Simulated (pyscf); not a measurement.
Thermochemistry of product channels of [Cl–Ti(Cl)–Cl]• + H₂O on the doublet surface, in kcal/mol, from ωB97M-D3(BJ)/def2-TZVP energies (ideal gas, 1 atm, RRHO with modes under 100 cm⁻¹ raised to 100, one conformer, R ln 2 for rigid chiral ones). Optimised with ωB97X-D3(BJ)/def2-SVP in PySCF.

| products | ΔE | ΔH(298 K) | ΔG(298 K) | ΔG(900 K) |
|---|---|---|---|---|
| Cl–TiH(Cl)–Cl + O [triplet] + H• | +178.4 | +170.0 | +164.4 | +151.1 |
| Cl–TiH(Cl)–Cl + OH• | +72.8 | +68.9 | +69.6 | +70.2 |

These are energies of the channels, which say nothing of barriers. Left out: orbital degeneracy and the spin-orbit lowering of OH, O. Open-shell species with a d-block atom are single-reference here; other states, and whether the spin sits on metal or ligand, were not checked.
